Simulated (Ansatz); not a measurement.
C2H5NS (`CSC=N`). The species carries charge 0 and has multiplicity 1.

```xyz
9

C     0.581   -0.092   -1.331
S     0.171   -1.335   -0.106
C    -0.467   -0.330    1.158
N    -0.550    0.930    1.076
H     1.003   -0.624   -2.184
H     1.309    0.609   -0.926
H    -0.313    0.452   -1.629
H    -0.781   -0.932    2.018
H    -0.952    1.322    1.925
```

Problem. What are the harmonic wavenumbers in cm⁻¹ at PBE0-D4/def2-TZVP (Ansatz, finite differences of forces, unscaled)? (Estimate.)

Solution. Computed: 131, 234, 243, 524, 722, 735, 775, 972, 980, 1055, 1184, 1343, 1377, 1446, 1462, 1669, 3059, 3073, 3169, 3174, 3506.

Problem. Is this a minimum?

Solution. Yes, all 21 modes are real.

Problem. Give the ideal-gas thermochemistry at 298.15 K and 1 bar (rigid rotor, harmonic oscillator; point group Cs, symmetry number 1).

Solution. Zero-point energy 184.4 kJ/mol; H(298) − E = 200.5 kJ/mol; entropy 301.9 J/(mol·K), of which translation 162.7, rotation 104.2, vibration 34.9; G(298) − E = 110.5 kJ/mol.

Problem. Rotational constants (cm⁻¹)?

Solution. 0.367, 0.1688, 0.1182.
